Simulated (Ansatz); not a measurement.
Born–Oppenheimer molecular dynamics of H9NSi2 (12 atoms, charge 0, multiplicity 1). It starts at the highest image of a converged band. Of that band: Neighbouring images differ by up to 1.7 eV, so the band resolves the path poorly. A vibrational analysis at the climbing image gives one clearly imaginary mode, 1436i cm⁻¹: a first-order saddle point.

The calculation used RKS PBE0-D4/6-31G* in Ansatz 0.2.0.

| Quantity | Value |
| --- | --- |
| ensemble | NVE (velocity Verlet) |
| time step | 0.5 fs |
| steps asked | 200 |
| starting velocities drawn for | 100 K |
| seed | 11636 |

First frame:

```xyz
12
Properties=species:S:1:pos:R:3
Si -0.367 0.099 -0.060
H 0.058 -1.185 1.238
H 0.781 0.872 0.480
H -1.062 1.138 -0.925
H -0.105 -0.983 -1.044
N -1.862 -0.107 1.106
H -2.627 -0.598 0.639
Si -2.388 1.247 2.147
H -3.443 0.754 3.069
H -1.180 1.663 2.898
H -2.915 2.375 1.338
H -1.031 -0.876 1.521
```

(1) How far do the bonds stretch over the last three quarters of this one trajectory? (Pairs bonded in most of those frames.)

Results:

(1) 
```
   bond  mean (Å)  spread (Å)  shortest  longest
 Si1–H2     1.501       0.067      1.40     1.61
 Si1–H3     1.500       0.022      1.47     1.55
 Si1–H4     1.500       0.027      1.45     1.56
 Si1–H5     1.499       0.011      1.48     1.53
  N6–H7     1.016       0.007      1.00     1.03
 N6–Si8     1.772       0.044      1.69     1.84
 N6–H12     1.016       0.008      1.00     1.03
 Si8–H9     1.493       0.007      1.48     1.51
Si8–H10     1.491       0.013      1.46     1.51
Si8–H11     1.489       0.007      1.47     1.50
```

Mean temperature of the second half: 1226 K. The conserved energy stayed within 0.058 meV per atom of its start (net change -0.031 meV per atom), so the integration is sound. The kinetic energy rose, since the run started high on the potential surface and went downhill. It ends in pieces (H4Si + H5NSi), so much of that is their flight and rotation, not heat. A run of 0.1 ps of so small a system gives no equilibrium averages. The orbitals stay closed-shell, which can raise the energy where a bond breaks towards radicals; this wasn't checked here.

Run time: 10 min on 1 thread of Arm Neoverse V2 (shared host), peak memory 0.14 GiB.
